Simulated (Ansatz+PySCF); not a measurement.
The numbers below are computed, except where a source is named.
This PySCF input gave a total energy of -152.31599 hartree.

```python
from pyscf import gto, scf, mp

mol = gto.M(atom="""
O -1.572580 -0.169590 0.000000
H -2.057530 0.749070 0.000000
H -0.557300 0.094860 0.000000
O 1.483400 0.174780 0.000000
H 1.664120 -0.442730 -0.819110
H 1.664120 -0.442730 0.819110
""", basis='def2-svp', charge=0, spin=0)
mf = scf.RHF(mol)
mf.kernel()
pt = mp.MP2(mf, frozen=2).run()
print(mf.e_tot, pt.e_corr, pt.e_tot)
```

Question: Write an input for Ansatz with the same method and basis set.

Answer:

```yaml
crystal:
  periodic: [false, false, false]
  atoms:
    - { symbol: O, position_ang: [-1.57258, -0.16959, 0.0] }
    - { symbol: H, position_ang: [-2.05753, 0.74907, 0.0] }
    - { symbol: H, position_ang: [-0.5573, 0.09486, 0.0] }
    - { symbol: O, position_ang: [1.4834, 0.17478, 0.0] }
    - { symbol: H, position_ang: [1.66412, -0.44273, -0.81911] }
    - { symbol: H, position_ang: [1.66412, -0.44273, 0.81911] }
basis:
  gaussian: { orbitals: def2-SVP }
hamiltonian:
  xc: hf
correlation:
  method: mp2
  frozen_orbitals: { H: 0, O: 1 }
scf:
  omitted_lower_state_checks: [stability, starts, atomic_configurations, cluster_reference, orbital_swaps, given_window_search, neighbouring_geometries, increment]
```

Ansatz (development build ahead of 0.2.0) gave -152.31599 hartree, 0.05 meV from the first.
